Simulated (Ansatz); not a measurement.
A made-up structure of C$_{2}$H$_{4}$N (charge -1), singlet:

| atom | x (Å) | y (Å) | z (Å) |
| --- | --- | --- | --- |
| C1 | -0.6046 | -0.3335 | 0.2772 |
| N2 | -1.2261 | -0.2064 | -0.8424 |
| C3 | 0.7452 | 0.1959 | 0.3014 |
| H4 | -2.1520 | -0.6163 | -0.7194 |
| H5 | 1.4632 | -0.5980 | 0.5595 |
| H6 | 0.8406 | 0.9657 | 1.0830 |
| H7 | 1.0311 | 0.6357 | -0.6724 |

It is relaxed with PBE-D4/def2-SVPD and then PBE0-D4/def2-TZVPD (Ansatz 0.2.0). Atoms count as bonded within 1.22 times the sum of their covalent radii (H–H: 0.88 Å). The end point is not checked to be a true minimum.

(1) Does its bonding change? (Judge from chemistry; the calculation decides.)

Answers

(1) Computed: No: no bond forms or breaks.

Where it ends: The first stage lowers the energy by 0.13 eV in 6 steps. It ends as C₂H₄N ([CH3][C][NH]), total charge -1:
| atom | x (Å) | y (Å) | z (Å) |
| --- | --- | --- | --- |
| C1 | -0.6497 | -0.3649 | 0.3170 |
| N2 | -1.2335 | -0.2150 | -0.8252 |
| C3 | 0.7649 | 0.2040 | 0.3007 |
| H4 | -2.1746 | -0.6097 | -0.7659 |
| H5 | 1.4836 | -0.5847 | 0.5604 |
| H6 | 0.8643 | 0.9704 | 1.0809 |
| H7 | 1.0424 | 0.6430 | -0.6808 |

Labels in which every atom is bracketed show which atoms are joined, not bond orders.

For scale, one of the runs: PBE0-D4/def2-TZVPD relaxation, 147 basis functions, launched by `ansatz run in.yaml --threads 2 --pin off --events-out ev --progress --plain --max-ram 4352MiB`. Hardware: 2 CPU threads of an Arm Neoverse V1, shared host. Wall time about 16 s.
